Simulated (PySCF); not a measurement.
## Mayer bond orders and bond lengths

C4H7S (charge -1).
Atom-mapped SMILES: `[CH2:1]=[C:2]([S-:3])[CH2:4][CH3:5]` (hydrogens: H6, H7 on C1; H8, H9 on C4; H10, H11, H12 on C5)

Structure used (PBE0-D3(BJ)/def2-SVP), in Å, numbered top down from 1:
```
atom  x, y, z in Å
C1     2.068    0.071   -0.503
C2     1.023    0.399    0.307
S3     0.898    1.813    1.300
C4    -0.158   -0.561    0.358
C5    -1.468    0.082   -0.080
H6     2.063   -0.853   -1.096
H7     2.942    0.724   -0.577
H8    -0.271   -0.895    1.406
H9     0.050   -1.459   -0.254
H10   -2.334   -0.588    0.066
H11   -1.426    0.366   -1.146
H12   -1.603    1.004    0.509
```

Bond orders from the PBE0/pcSseg-1 density (PySCF). Geometry: PBE0-D3(BJ)/def2-SVP, one conformer, isolated ion. The pcSseg-1 basis has no diffuse functions, a weakness for an anion. The HOMO energy is positive at this level (+0.06 eV), so the outermost electrons may be held by the finite basis alone.

Where do the orders between heavy atoms depart from those drawn in the SMILES?

The largest departure is 0.264, at C2–S3 (drawn single, 1.264). Drawn single, order above 1.12: C2–S3 (1.264). The SMILES, with its formal charges, is one Lewis structure only.

Give the Mayer order of every bond between heavy atoms, beside its length.

```csv
bond,drawn as,length (Å),Mayer order
C1–C2,double,1.362,1.759
C2–S3,single,1.732,1.264
C2–C4,single,1.523,0.996
C4–C5,single,1.523,1.040
```

By pair of heavy elements: C–C: lowest C2–C4 (0.996, 1.523 Å), highest C1–C2 (1.759, 1.362 Å).

And the bonds to hydrogen?

C–H: 0.94 to 0.97 (7 bonds).

Sum the orders of all bonds at each heavy atom with more than one neighbour and set the sums beside the valence in the SMILES.

C1 3.653 (drawn 4), C2 4.019 (drawn 4), C4 3.930 (drawn 4), C5 3.926 (drawn 4). Orders between atoms that aren't bonded are not in these sums.

Mayer orders depend on the basis set.
